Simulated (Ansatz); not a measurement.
Ansatz (an electronic-structure program) input:

Ansatz 0.2 input:
```yaml
crystal:
  periodic: [false, false, false]
  atoms:
    - {symbol: C, position_ang: [0.76197714, 0.16421155, 0.12929809]}
    - {symbol: C, position_ang: [-0.50086338, -0.15732525, -0.14166660]}
    - {symbol: H, position_ang: [-1.56668253, -0.04131782, 0.07421100]}
basis:
  gaussian:
    orbitals: def2-TZVPD
hamiltonian:
  xc: {name: r2SCAN0}
total_charge: 1
output: {forces: true}
```

Q: Predict the final energy.

A: -76.08585 Eh (r2SCAN0/def2-TZVPD). The basis has 83 functions.
